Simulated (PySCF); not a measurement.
Molecule: Ethenylcyclopropane (SMILES C=CC1CC1).

Geometry:
| atom | x (Å) | y (Å) | z (Å) |
| --- | --- | --- | --- |
| C1 | 1.847 | -0.408 | 0.528 |
| C2 | 1.193 | 0.363 | -0.343 |
| C3 | -0.254 | 0.686 | -0.319 |
| C4 | -1.234 | -0.067 | 0.526 |
| C5 | -1.251 | -0.251 | -0.960 |
| H6 | 1.346 | -0.861 | 1.389 |
| H7 | 2.915 | -0.612 | 0.413 |
| H8 | 1.752 | 0.805 | -1.177 |
| H9 | -0.470 | 1.750 | -0.470 |
| H10 | -2.045 | 0.499 | 0.992 |
| H11 | -0.863 | -0.895 | 1.136 |
| H12 | -0.863 | -1.193 | -1.358 |
| H13 | -2.072 | 0.183 | -1.537 |

Geometry PBE0-D3(BJ)/def2-SVP throughout; GIAO in PySCF 2.14, gas phase, one conformer, non-relativistic; equivalent atoms averaged; functional PBE0.

For orientation, pcSseg-1 gives these absolute shieldings σ: C2 35.6, C1 65.4, C3 168.7, C4/C5 177.7, H8 24.78, H7 26.09, H6 26.13, H9 30.06, H11/H12 30.83 ppm.

A run gave: C2 30.4, C1 63.1, C3 167.3, C4/C5 177.1, H8 24.56, H7 26.07, H6 26.09, H9 29.91, H11/H12 30.76 ppm (absolute shieldings σ).

Q: Which basis set was used in that run?
A. pcSseg-2
B. 6-31G*
C. 6-311+G(2d,p)
D. STO-3G

A: A. C2 tells them apart best: pcSseg-2 gives 30.4, STO-3G gives 121.8, 6-31G* gives 60.7, 6-311+G(2d,p) gives 39.3 ppm.
